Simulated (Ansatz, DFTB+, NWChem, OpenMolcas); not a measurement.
**NH (imidogen): methods side by side**

NH: 2 atoms, total charge 0, spin state triplet. As SMILES, `[NH]`. Geometry: the measured bond length.

```csv
atom,x (Å),y (Å),z (Å)
N,0.0000,0.0000,0.0000
H,0.0000,0.0000,1.0362
```

Each level gives the vertical ionisation energy (to the doublet cation) (eV). The values are calculated.

```json
{"level": "DFTB2", "kind": "semi-empirical", "program": "DFTB+", "value (eV)": "14.05", "less CCSD(T)/aug-cc-pVTZ": "+0.60", "CPU time (all runs)": "under 2 s"}
{"level": "USVWN5/aug-cc-pVTZ", "kind": "LDA", "program": "OpenMolcas", "value (eV)": "13.99", "less CCSD(T)/aug-cc-pVTZ": "+0.54", "CPU time (all runs)": "21 s"}
{"level": "UPBE/aug-cc-pVTZ", "kind": "GGA", "program": "Ansatz", "value (eV)": "13.70", "less CCSD(T)/aug-cc-pVTZ": "+0.25", "CPU time (all runs)": "5.2 s"}
{"level": "UTPSS/aug-cc-pVTZ", "kind": "meta-GGA", "program": "NWChem", "value (eV)": "13.70", "less CCSD(T)/aug-cc-pVTZ": "+0.25", "CPU time (all runs)": "26 s"}
{"level": "UB3LYP/aug-cc-pVTZ", "kind": "global hybrid", "program": "NWChem", "value (eV)": "13.72", "less CCSD(T)/aug-cc-pVTZ": "+0.27", "CPU time (all runs)": "19 s"}
{"level": "U-wB97X/aug-cc-pVTZ", "kind": "range-separated hybrid", "program": "Ansatz", "value (eV)": "13.55", "less CCSD(T)/aug-cc-pVTZ": "+0.10", "CPU time (all runs)": "21 s"}
{"level": "RPA@PBE/aug-cc-pVTZ", "kind": "RPA", "program": "Ansatz", "value (eV)": "13.64", "less CCSD(T)/aug-cc-pVTZ": "+0.19", "CPU time (all runs)": "6.9 s"}
{"level": "UMP3/aug-cc-pVTZ", "kind": "perturbation theory", "program": "NWChem", "value (eV)": "13.54", "less CCSD(T)/aug-cc-pVTZ": "+0.09", "CPU time (all runs)": "26 s"}
{"level": "UCCSD(T)/aug-cc-pVTZ", "kind": "coupled cluster or CI", "program": "NWChem", "value (eV)": "13.45", "less CCSD(T)/aug-cc-pVTZ": "0.00", "CPU time (all runs)": "33 s"}
{"level": "FCI/3-21G", "kind": "exact in the basis", "program": "OpenMolcas", "value (eV)": "12.67", "less CCSD(T)/aug-cc-pVTZ": "-0.78", "CPU time (all runs)": "4.6 s"}
```

Differences are taken from UCCSD(T)/aug-cc-pVTZ for orientation; it has basis-set and higher-order errors of its own. The values span 12.67 to 14.05 eV. Spin contamination of the reference (⟨S²⟩ at least 0.1 too high) touches UPBE/aug-cc-pVTZ, U-wB97X/aug-cc-pVTZ, RPA@PBE/aug-cc-pVTZ. High-level rows in very small sets aren't better than simpler rows in larger ones. Times are those of the runs behind each value, whatever else they computed, on shared processors of several kinds: orders of magnitude only.
